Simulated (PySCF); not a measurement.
## Broadened absorption spectrum of H6OSi2

H6OSi2.
SMILES: `[SiH3]O[SiH3]`

Computed with TDDFT CAM-B3LYP/def2-SVPD, vertical, gas phase, core orbitals frozen in the response in PySCF. Isolated species at its GFN2-xTB geometry, gas phase.

Computed states:

| state | E (eV) | f |
| --- | --- | --- |
| S1 | 7.20 | 0.0065 |
| S2 | 7.23 | 0.0058 |
| S3 | 8.28 | 0.0000 |
| S4 | 8.29 | 0.0006 |
| S5 | 8.43 | 0.105 |
| S6 | 8.46 | 0.094 |
| S7 | 8.72 | 0.0032 |

Broadening: Gaussians 0.3 eV wide at half height, area fixed by f = 4.319×10⁻⁹ ∫ε dν̃. The cross-section is σ = 3.8235×10⁻²¹ ε cm², given in Mb (10⁻¹⁸ cm²). The width is an assumption, not a result. The curve ends short of the highest state used, and states not computed would add to its high-energy end.

(1) Give the broadened spectrum and its maxima.

(2) Coming from long wavelengths, where does ε first pass 100 L mol⁻¹ cm⁻¹?

Answers

(1) 
```tsv
λ (nm)	σ (Mb)
152.7	2.86
153.4	1.34
154.1	0.58
154.9	0.21
155.6	0.08
156.3	0.03
157.0	0.01
157.8	0.00
158.5	0.00
159.2	0.00
159.9	0.00
160.7	0.00
161.4	0.01
162.1	0.01
162.8	0.03
163.6	0.07
164.3	0.14
165.0	0.26
165.7	0.46
166.4	0.74
167.2	1.20
167.9	1.70
168.6	2.27
169.3	2.86
170.1	3.48
170.8	3.89
171.5	4.12
172.2	4.14
173.0	3.90
173.7	3.52
174.4	3.02
175.1	2.47
175.9	1.85
176.6	1.37
177.3	0.97
178.0	0.66
178.7	0.43
179.5	0.25
180.2	0.15
180.9	0.09
181.6	0.05
182.4	0.02
183.1	0.01
183.8	0.01
```

Maxima: 172 nm (7.21 eV), ε about 1100, made up of S1 (53%) and S2 (47%) (ε in L mol⁻¹ cm⁻¹; maxima over ε = 5, shares over 10%). At its high-energy end, 8.12 eV, the curve is still rising (ε about 750, from S5 and S6).

(2) At about 179 nm (6.93 eV), 0.26 eV below S1.
